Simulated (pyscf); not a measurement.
Elementary routes open to HO–B(Cl)–Cl (SMILES OB(Cl)Cl) + SiH₄ (SMILES [SiH4]) in the gas phase (singlet surface):
A. HO–B(SiH₃)–Cl (SMILES OB([SiH3])Cl) + HCl (SMILES Cl) (B–Cl, H–Si broken; B–Si, Cl–H formed)
B. HO–BH–Cl (SMILES OBCl) + H₃Si–Cl (SMILES [SiH3]Cl) (B–Cl, H–Si broken; B–H, Cl–Si formed)
C. HO–SiH₃ (SMILES O[SiH3]) + Cl–BH–Cl (SMILES ClBCl) (B–O, H–Si broken; O–Si, B–H formed)
D. H₃Si–O–B(Cl)–Cl (SMILES [SiH3]OB(Cl)Cl) + H₂ (SMILES [H][H]) (H–O, H–Si broken; O–Si, H–H formed)

Single points on ωB97X-D3(BJ)/def2-SVP structures (PySCF, gas phase).

Question: Rank the routes by free-energy barrier at 1200 K, lowest first, for ωB97M-D3(BJ)/def2-TZVP energies (ideal gas, 1 atm, RRHO with modes under 100 cm⁻¹ raised to 100, one conformer, R ln 2 for chiral ones without a mode under 150 cm⁻¹).

Answer: C (284.1 kJ/mol), B (311.1 kJ/mol), D (317.2 kJ/mol), A (373.9 kJ/mol)

Route C is the fastest of these, ahead of the next by 27.0 kJ/mol. The most stable products are those of D (ΔG = -65.2 kJ/mol), whose barrier is 33.1 kJ/mol higher: the kinetic and the thermodynamic product differ. At 298 K C is still the fastest. C: On the product side the descent ends in an adduct with a B–O contact, 45.5 kJ/mol under the separated species and 80.9 kJ/mol under the saddle at ωB97X-D3(BJ)/def2-TZVP. Only these routes are compared; each barrier is that of the saddle found, and lower ones may exist.
